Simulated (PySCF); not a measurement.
**Unknowns**

Calculated, not measured (PySCF 2.14): geometry: GFN2-xTB, NMR shieldings at PBE0/pcSseg-1/GIAO. No relativistic terms, rapidly exchanging positions averaged, gas phase, one conformer.

Scale: $^{1}$H (31.72 ppm), $^{13}$C (186.93 ppm) vs TMS (reference shieldings calculated alike). Splittings of carbon signals by F and P are missing where no couplings were computed. Where no couplings were computed, multiplicities follow the n + 1 count of equivalent neighbours, and m marks all less simple cases (inequivalent or close neighbours, rings, F or P nearby). Shifts are as computed. Against solution values, carbons near 30 ppm lie about +3 ppm off and those near 130 ppm about +5 ppm; carbons on Cl a further +6 ppm (rms about the fit 2.1 ppm; single classes can miss by 10 ppm). Of 1328 compounds with measured shifts, 309 miss one by over three times the rms of a fit or turn the order of signals round; such compounds aren't used in these exercises. Signals without a measured value on file couldn't be tested in this way; 1H shifts scatter by 0.2 ppm about their fit, and single ones miss by 0.5 ppm. Carbons bonded to Cl come out too deshielded.

**Question.** C₄H₄F₂. $^{1}$H NMR (600 MHz, computed): δ 6.44 (m, 1H), 5.71 (m, 1H), 5.28 (m, 2H). $^{13}$C{$^{1}$H} NMR (computed): δ 222.9 (C), 123.2 (CH), 94.2 (CH), 82.6 (CH2). Identify the compound.

**Answer.** `InChI=1S/C4H4F2/c1-2-3-4(5)6/h3-4H,1H2`. The formula gives 2 degrees of unsaturation (no ring in the answer). 4 carbon signals for 4 carbons: no two carbons are equivalent. Carbon types of the structure: 1 × C, 2 × CH, 1 × CH2, which accounts for all hydrogens. δC 222.9: central carbon of an allene; the central sp carbon of an allene is among the most deshielded carbons of hydrocarbons. δC 123.2: allylic sp3 CH bonded to 2 F; 2 electronegative neighbours deshield it. δC 94.2, 82.6: terminal carbon of a cumulated C=C=C unit. δH 6.44: hydrogen on an allylic sp3 CH bonded to 2 F; its carbon carries F, hence the downfield position.

This is the structure that produced the data.

**Question.** C₄H₂Cl₂. $^{1}$H NMR (400 MHz, computed): δ 7.46 (s, 1H), 5.24 (s, 1H). $^{13}$C{$^{1}$H} NMR (computed): δ 147.9 (C), 130.0 (CH), 122.8 (C), 86.9 (CH). Identify the compound.

**Answer.** `Cl/C=C1C=C/1Cl`. The formula gives 3 degrees of unsaturation (1 ring in the answer). 4 carbon signals for 4 carbons: no two carbons are equivalent. Carbon types of the structure: 2 × C, 2 × CH, which accounts for all hydrogens. δC 147.9, 122.8: fully substituted alkene carbon; as expected for a trigonal carbon in a double bond. δC 130.0, 86.9: alkene CH. δH 7.46, 5.24: hydrogen on an alkene CH; a vinylic proton, deshielded by the sp2 carbon and the C=C anisotropy.

This is the structure that produced the data.
